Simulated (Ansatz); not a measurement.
What a trial cell of CuSi3 relaxes into

Computed with DFT PBE, scalar-relativistic, plane waves, PAW (Ansatz 0.2.0). Cutoff 420 eV, Γ-centred k mesh, Gaussian smearing, no spin polarisation in the final step.

CuSi3 was placed on the TiAl3 (D0_22) structure type (I4/mmm, No. 139), with Cu in place of Ti, Si in place of Al, at a guessed volume.

```
Si Cu
1.0
    -1.86213    1.86213    4.15956
     1.86213   -1.86213    4.15956
     1.86213    1.86213   -4.15956
Si Cu
3 1
Direct
  0.50000 0.50000 0.00000
  0.25000 0.75000 0.50000
  0.75000 0.25000 0.50000
  0.00000 0.00000 0.00000
```

Cell and atoms relax at zero pressure; the relaxation can't lower the symmetry of the start.

Formation energies are uncorrected and refer to the elements' standard structures at the same level.

**Question.** Which crystal results?

**Answer.** It keeps I4/mmm (No. 139). The result has the TiAl3 (D0_22) structure. Conventional cell: a = 3.964 Å, c = 7.093 Å. Si on Wyckoff site b (1 atom of the primitive cell) is coordinated by 8 Si at 2.66 Å and 4 Cu at 2.80 Å; around Si on Wyckoff site d (2 atoms of the primitive cell) lie 4 Cu at 2.66 Å and 8 Si at 2.66–2.80 Å; Cu has 12 Si at 2.66–2.80 Å.

```cif
data_structure
_symmetry_space_group_name_H-M 'I4/mmm'
_symmetry_Int_Tables_number 139
_cell_length_a 3.9635
_cell_length_b 3.9635
_cell_length_c 7.0933
_cell_angle_alpha 90.000
_cell_angle_beta 90.000
_cell_angle_gamma 90.000
_cell_volume 111.43
loop_
_atom_site_label
_atom_site_type_symbol
_atom_site_symmetry_multiplicity
_atom_site_Wyckoff_symbol
_atom_site_fract_x
_atom_site_fract_y
_atom_site_fract_z
_atom_site_occupancy
Si1 Si 2 b 0.50000 0.50000 0.00000 1
Si2 Si 4 d 0.50000 0.00000 0.25000 1
Cu1 Cu 2 a 0.00000 0.00000 0.00000 1
```

**Question.** What are its volume, energy, density and gap?

**Answer.** The volume per atom is 13.93 Å³. The density is 4.40 g/cm³, the energy over the elements is 0.40 eV/atom and the gap on the 18×18×18 mesh is 0 eV (a metal).

The final run used a 18×18×18 mesh on its 4-atom cell and 0.10 eV smearing. For metals, differences of a few meV/atom aren't resolved. Symmetry constrained the relaxation, so the result can be a saddle point. The steps took about 8 core-minutes in all.